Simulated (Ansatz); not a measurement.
Geometry optimisation, RKS B3LYP-D4/def2-SVP in Ansatz.

Input:

```yaml
crystal:
  periodic: [false, false, false]
  atoms:
    - { symbol: C, position_ang: [1.06498, -0.45646, 0.8883] }
    - { symbol: C, position_ang: [-0.17269, -0.46971, 1.37142] }
    - { symbol: Al, position_ang: [-0.1769, 0.18371, -0.44854] }
    - { symbol: H, position_ang: [-0.71539, 0.74246, -1.81119] }
basis:
  gaussian: { orbitals: def2-SVP }
hamiltonian:
  xc: b3lyp
  dispersion: d4
relax:
  f_tol: 0.02
  max_steps: 40
```

Command:

```bash
$ ansatz run input.yaml --threads 1 --pin off --max-ram 2048MiB --backend cpu --events-out ev --progress --plain --runs-dir out
```

**Question.** Where does it end, and by what steps?

**Answer.** The run converged. After 3 steps the energy has fallen by 0.113 eV; C1 moved furthest, 0.03 Å.

```tsv
step	energy less start (eV)	largest force component (eV/Å)	accepted
0	0.0000	3.299	yes
1	-0.1005	0.887	yes
2	-0.1131	0.102	yes
3	-0.1132	0.007	yes
```

```xyz
4
Properties=species:S:1:pos:R:3
C 1.033 -0.450 0.881
C -0.154 -0.463 1.345
Al -0.171 0.177 -0.433
H -0.708 0.735 -1.793
```

Whether the end is a true minimum wasn't checked by a vibrational analysis.

Time of the run: 7.3 s on 1 thread of Intel(R) Xeon(R) Platinum 8259CL CPU @ 2.50GHz (Skylake/Cascade Lake), on a shared host, peak memory 0.12 GiB.
